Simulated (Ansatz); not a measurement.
## PH⁺, quartet: reading a ladder of total energies

Geometry: that of the PH, triplet, kept fixed. The doublet lies 1.5 eV lower here.

```
atom   x (Å)   y (Å)   z (Å)
   P  0.0000  0.0000  0.0000
   H  0.0000  0.0000  1.4282
```

Basis aug-cc-pVDZ; Ansatz 0.2.0. Only valence electrons are correlated (noble-gas cores frozen), which leaves 5 electrons in 31 orbitals. Prefix R: restricted or restricted open-shell reference; prefix U: unrestricted.

Full CI is exact within this basis and frozen core; it isn't the basis-set limit. The frozen core follows each run's orbitals, which can shift R against U totals by a few meV.

UCCSD has a T1 diagnostic of 0.028 and a largest doubles amplitude of 0.07.

Runs differ by some tens of microhartree through their thresholds and, for an open shell, their frozen cores, so the step to full CI, which has another core, is uncertain by up to 0.1 kcal/mol.

| level | total energy (hartree) |
| --- | --- |
| UHF | -340.895594 |
| UMP2 | -340.954746 |
| UCCSD | -340.974225 |
| UCCSD(T) | -340.976118 |
| UCCSDT | -340.976710 |
| UCCSDT(Q) | -340.976751 |
| full CI | -340.976745 |

Problem. What is the correlation energy at full CI, and what share of it do UMP2 and UCCSD(T) recover?

Solution. E(corr) = -340.976745 − (-340.895594) = -0.081151 hartree = -2.208 eV. UMP2: -0.059152 / -0.081151 = 72.89 %. UCCSD(T): -0.080524 / -0.081151 = 99.23 %.

Problem. By how many kcal/mol does UCCSD(T) miss full CI (1 hartree = 627.509 kcal/mol), and which steps make up the rest?

Solution. -340.976118 − (-340.976745) = 0.000627 hartree = 0.39 kcal/mol. Steps: UCCSDT − UCCSD(T) = -0.37, UCCSDT(Q) − UCCSDT = -0.03, full CI − UCCSDT(Q) = 0.00 kcal/mol. That is within 1 kcal/mol of the reference in this basis, which itself misses far more of the correlation at the basis-set limit.
